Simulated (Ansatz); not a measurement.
```yaml
crystal:
  periodic: [false, false, false]
  atoms:
    - {symbol: Ti, position_ang: [-0.587089, 0.004156, 0.003711]}
    - {symbol: N, position_ang: [1.587451, -0.011236, -0.010035]}
    - {symbol: H, position_ang: [1.933477, -0.988619, -0.007219]}
    - {symbol: H, position_ang: [1.949147, 0.478041, 0.829491]}
    - {symbol: H, position_ang: [1.938412, 0.469376, -0.859068]}
basis:
  gaussian: {orbitals: def2-TZVP}
total_charge: 1
magnetization: {spin_polarized: true, initial_magnetization: 3}
hamiltonian: {xc: pbe0}
relax: {f_tol: 0.004, max_steps: 80}
```

```sh
$ ansatz run in.yaml --threads 1 --pin off --events-out ev --progress --plain --max-ram 2176MiB
```

Steps of the relaxation (energy above the last step; positions in Å, forces in eV/Å):

```
5
step 1, 43.6 meV
Ti   -0.587    0.004    0.004   -0.068    0.000    0.000
N     1.587   -0.011   -0.010    0.047    0.000    0.000
H     1.933   -0.989   -0.007    0.013    0.829   -0.004
H     1.949    0.478    0.829   -0.001   -0.418   -0.716
H     1.938    0.469   -0.859    0.008   -0.411    0.721
```

```
5
step 2, 2.1 meV
Ti   -0.612    0.004    0.004   -0.013    0.000    0.000
N     1.569   -0.011   -0.010    0.006    0.000    0.000
H     1.948   -0.962   -0.007    0.004    0.183   -0.001
H     1.963    0.464    0.806    0.001   -0.092   -0.158
H     1.953    0.456   -0.836    0.003   -0.091    0.159
```

```
5
step 3, 0.0 meV
Ti   -0.618    0.004    0.004    0.000    0.000    0.000
N     1.565   -0.011   -0.010   -0.025    0.000    0.000
H     1.952   -0.955   -0.008    0.008   -0.003    0.000
H     1.967    0.461    0.800    0.008    0.002    0.003
H     1.956    0.452   -0.829    0.008    0.002   -0.003
```

```
5
step 5, 0.0 meV
Ti   -0.619    0.004    0.004    0.000    0.000    0.000
N     1.564   -0.011   -0.010    0.000    0.000    0.000
H     1.952   -0.954   -0.008    0.000    0.000    0.000
H     1.967    0.461    0.800    0.000    0.000    0.000
H     1.957    0.452   -0.829    0.000    0.000    0.000
```

Close pairs at the end: N2–H5 1.020 Å, N2–H3 1.020 Å, N2–H4 1.020 Å, Ti1–N2 2.183 Å.

A stationary point of unrestricted PBE0 after 5 steps, with ⟨S²⟩ = 3.753 against 3.75 for a pure state; no frequencies were run, so it isn't proven a minimum. 69 s on 1 thread of Intel Xeon Platinum 8375C, shared host.
